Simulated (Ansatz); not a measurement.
Basis-set extrapolation for `C=C1SC1F` (PBE0-D4/def2-TZVP geometry, frozen core, the Gaussian-basis code of Ansatz). Multiplicity 1, RHF reference.

```
                      def2-TZVPP   def2-QZVPP
                 HF  -612.343433  -612.363831
    MP2 correlation    -0.898546    -0.968667
CCSD(T) correlation    -0.968416      not run
```

Energies in hartree. Use E(X) = E(∞) + A·exp(−7.88·√X) for Hartree–Fock and E(X) = E(∞) + B·X^(−2.97) for correlation, with X = 3 and 4, and add CCSD(T) minus MP2 of the smaller set to the MP2 limit.

Q: What is the CCSD(T) energy at the basis-set limit?

A: HF limit: -612.363831 + (-0.020398) × 0.13774 = -612.36664. MP2 limit: -0.968667 + (-0.070121) × 0.74074 = -1.02061. Higher-order term: -0.968416 − (-0.898546) = -0.06987. Total: -613.45712 hartree, 3.95 eV below CCSD(T)/def2-TZVPP.
